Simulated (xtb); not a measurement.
xtb input (GFN2-xTB):

```bash
xtb mol.xyz --gfn 2 --sp --chrg -1 --uhf 0
```
mol.xyz:
```
2

S     -0.00000000    -0.00000000    -0.07935692
H      0.00000000     0.00000000     1.26971067
```

End of the output:

```
         :::::::::::::::::::::::::::::::::::::::::::::::::::::
         ::                     SUMMARY                     ::
         :::::::::::::::::::::::::::::::::::::::::::::::::::::
         :: total energy              -3.949983255884 Eh    ::
         :: gradient norm              0.006601628828 Eh/a0 ::
         :: HOMO-LUMO gap              5.088153774083 eV    ::
         ::.................................................::
         :: SCC energy                -3.958193132880 Eh    ::
         :: -> isotropic ES            0.162118607709 Eh    ::
         :: -> anisotropic ES         -0.001212486552 Eh    ::
         :: -> anisotropic XC          0.002990532763 Eh    ::
         :: -> dispersion             -0.000246888393 Eh    ::
         :: repulsion energy           0.008209876996 Eh    ::
         :: add. restraining           0.000000000000 Eh    ::
         :: total charge              -1.000000000000 e     ::
         :::::::::::::::::::::::::::::::::::::::::::::::::::::

           -------------------------------------------------
          |                Property Printout                |
           -------------------------------------------------

    * Orbital Energies and Occupations

         #    Occupation            Energy/Eh            Energy/eV
      -------------------------------------------------------------
         1        2.0000           -0.4153511             -11.3023
         2        2.0000           -0.2107089              -5.7337
         3        2.0000           -0.0814918              -2.2175
         4        2.0000           -0.0814918              -2.2175 (HOMO)
         5                          0.1054944               2.8706 (LUMO)
         6                          0.2488430               6.7714
         7                          0.2488430               6.7714
         8                          0.2678533               7.2887
         9                          0.2678533               7.2887
        10                          0.6751719              18.3724
      -------------------------------------------------------------
                  HL-Gap            0.1869862 Eh            5.0882 eV
             Fermi-level            0.0120013 Eh            0.3266 eV

     #   Z          covCN         q      C6AA      α(0)
     1  16 S        0.922    -1.040   190.754    23.361
     2   1 H        0.922     0.040     2.447     2.447

 Mol. C6AA /au·bohr⁶  :        236.328523
 Mol. C8AA /au·bohr⁸  :      10424.384380
 Mol. α(0) /au        :         25.807275

Wiberg/Mayer (AO) data.
largest (>0.10) Wiberg bond orders for each atom

 ---------------------------------------------------------------------------
     #   Z sym  total        # sym  WBO       # sym  WBO       # sym  WBO
Note: The following floating-point exceptions are signalling: IEEE_DENORMAL
normal termination of xtb
 ---------------------------------------------------------------------------
     1  16 S    0.998 --     2 H    0.998
     2   1 H    0.998 --     1 S    0.998
 ---------------------------------------------------------------------------

Topologies differ in total number of bonds
Writing topology from bond orders to xtbtopo.mol

molecular dipole:
                 x           y           z       tot (Debye)
 q only:        0.000       0.000       0.252
   full:       -0.000       0.000       0.443       1.125
molecular quadrupole (traceless):
                xx          xy          yy          xz          yz          zz
 q only:       -0.104       0.000      -0.104       0.000       0.000       0.208
  q+dip:       -0.213       0.000      -0.213       0.000      -0.000       0.426
   full:       -0.660      -0.000      -0.660       0.000      -0.000       1.319

           -------------------------------------------------
          | TOTAL ENERGY               -3.949983255884 Eh   |
          | GRADIENT NORM               0.006601628828 Eh/α |
          | HOMO-LUMO GAP               5.088153774083 eV   |
           -------------------------------------------------

------------------------------------------------------------------------
------------------------------------------------------------------------
 total:
 SCF:
```

Whether it binds its extra electron was not tested at this geometry.
